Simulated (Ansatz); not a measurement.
Relaxation of BH6OSi (9 atoms, charge 0, multiplicity 2), to a largest force component of 0.03 eV/Å in at most 50 steps.

These are results of Ansatz, UKS r2SCANh/def2-SVP, not measurements.

```xyz
9
Properties=species:S:1:pos:R:3
B 0.123 0.358 -0.511
H -0.026 0.084 1.861
O 1.319 -0.145 -0.812
H 1.356 -1.044 -1.166
H -0.945 -0.216 -0.643
Si -0.028 0.019 3.330
H -0.737 -1.212 3.783
H 1.375 -0.012 3.830
H -0.726 1.217 3.871
```

**Question.** Where does it end, and by what steps?

**Answer.** It converged. The force dipped under the threshold on the way, but the program's further checks kept it going. After 28 steps the energy has fallen by 0.063 eV; H2 moved furthest, 1.40 Å.

```json
{"step": "0", "energy less start (eV)": "0.0000", "largest force component (eV/Å)": "0.453", "accepted": "yes"}
{"step": "1", "energy less start (eV)": "-0.0083", "largest force component (eV/Å)": "0.102", "accepted": "yes"}
{"step": "2", "energy less start (eV)": "-0.0100", "largest force component (eV/Å)": "0.069", "accepted": "yes"}
{"step": "3", "energy less start (eV)": "-0.0108", "largest force component (eV/Å)": "0.067", "accepted": "yes"}
{"step": "4", "energy less start (eV)": "-0.0111", "largest force component (eV/Å)": "0.033", "accepted": "yes"}
{"step": "5", "energy less start (eV)": "-0.0112", "largest force component (eV/Å)": "0.030", "accepted": "yes"}
{"step": "6", "energy less start (eV)": "-0.0112", "largest force component (eV/Å)": "0.032", "accepted": "yes"}
{"step": "7", "energy less start (eV)": "-0.0114", "largest force component (eV/Å)": "0.030", "accepted": "yes"}
{"step": "8", "energy less start (eV)": "-0.0095", "largest force component (eV/Å)": "0.203", "accepted": "no"}
{"step": "9", "energy less start (eV)": "-0.0082", "largest force component (eV/Å)": "0.315", "accepted": "no"}
{"step": "10", "energy less start (eV)": "-0.0114", "largest force component (eV/Å)": "0.015", "accepted": "yes"}
{"step": "11", "energy less start (eV)": "-0.0118", "largest force component (eV/Å)": "0.065", "accepted": "yes"}
{"step": "12", "energy less start (eV)": "-0.0121", "largest force component (eV/Å)": "0.065", "accepted": "yes"}
{"step": "13", "energy less start (eV)": "-0.0127", "largest force component (eV/Å)": "0.077", "accepted": "yes"}
{"step": "14", "energy less start (eV)": "-0.0131", "largest force component (eV/Å)": "0.146", "accepted": "yes"}
{"step": "15", "energy less start (eV)": "-0.0143", "largest force component (eV/Å)": "0.105", "accepted": "yes"}
{"step": "16", "energy less start (eV)": "-0.0165", "largest force component (eV/Å)": "0.034", "accepted": "yes"}
{"step": "17", "energy less start (eV)": "-0.0182", "largest force component (eV/Å)": "0.216", "accepted": "yes"}
{"step": "18", "energy less start (eV)": "-0.0221", "largest force component (eV/Å)": "0.111", "accepted": "yes"}
{"step": "19", "energy less start (eV)": "-0.0304", "largest force component (eV/Å)": "0.121", "accepted": "yes"}
{"step": "20", "energy less start (eV)": "-0.0372", "largest force component (eV/Å)": "0.240", "accepted": "yes"}
{"step": "21", "energy less start (eV)": "-0.0447", "largest force component (eV/Å)": "0.216", "accepted": "yes"}
{"step": "22", "energy less start (eV)": "-0.0523", "largest force component (eV/Å)": "0.287", "accepted": "yes"}
{"step": "23", "energy less start (eV)": "-0.0577", "largest force component (eV/Å)": "0.197", "accepted": "yes"}
{"step": "24", "energy less start (eV)": "-0.0608", "largest force component (eV/Å)": "0.165", "accepted": "yes"}
{"step": "25", "energy less start (eV)": "-0.0619", "largest force component (eV/Å)": "0.167", "accepted": "yes"}
{"step": "26", "energy less start (eV)": "-0.0625", "largest force component (eV/Å)": "0.138", "accepted": "yes"}
{"step": "27", "energy less start (eV)": "-0.0629", "largest force component (eV/Å)": "0.069", "accepted": "yes"}
{"step": "28", "energy less start (eV)": "-0.0630", "largest force component (eV/Å)": "0.021", "accepted": "yes"}
```

```xyz
9
Properties=species:S:1:pos:R:3
B 0.335 0.366 -0.034
H -0.826 -1.018 2.186
O 1.435 -0.241 -0.469
H 1.360 -0.674 -1.331
H -0.729 0.420 -0.618
Si -0.132 -0.155 3.187
H -0.454 -0.676 4.550
H 1.341 -0.220 2.988
H -0.620 1.247 3.082
```

Whether the end is a true minimum wasn't checked by a vibrational analysis.

Run time: 43 s on 4 threads of Arm Neoverse V2, with other jobs on the host, peak memory 0.22 GiB.
